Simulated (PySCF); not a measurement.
# Two probes of the same atoms: core binding energy and nuclear shielding

Species: C4H9P.
Numbering: `[CH2:1]=[CH:2][P:3]([CH3:4])[CH3:5]`

Binding energies: PySCF 2.14.0, delta-SCF UKS SCAN, pcX-2 on the ionised atom, pcseg-1 elsewhere, spin-free X2C. Shieldings: GIAO B3LYP/pcSseg-2, non-relativistic, same geometry.

```json
{"atom": "C1", "C 1s (eV)": "289.91"}
{"atom": "C2", "C 1s (eV)": "290.19"}
{"atom": "C4", "C 1s (eV)": "290.47"}
```

**Question.** What are the absolute isotropic shieldings of these atoms?

**Answer.** 
```csv
atom,environment,C 1s (eV),isotropic shielding (ppm)
C1,terminal =CH2 carbon,289.91,52.6
C2,alkene CH carbon,290.19,18.7
C4,sp3 carbon bound to phosphorus,290.47,165.2
```

**Question.** Among the listed atoms, is the one with the highest binding energy also the least shielded?

**Answer.** No. The highest binding energy is at C4 (290.47 eV, shielding 165.2 ppm), the lowest shielding at C2 (18.7 ppm, 290.19 eV).

By binding energy: C1 < C2 < C4. By shielding: C2 < C1 < C4.

Of atoms equivalent by bonding only the ionised one is listed; its partners' own values can differ in this conformer. The unrestricted hole states depart most from a pure doublet (⟨S²⟩ = 0.75; over 0.85 named) for C 1s of C2 (0.85), which makes this value less certain. Geometry: PBE0-D3(BJ)/def2-SVP, one conformer, isolated molecule.

The values belong to the conformer `[CH2:1]=[CH:2][P:3]([CH3:4])[CH3:5]`: C1–C2–P3–C4 19°.
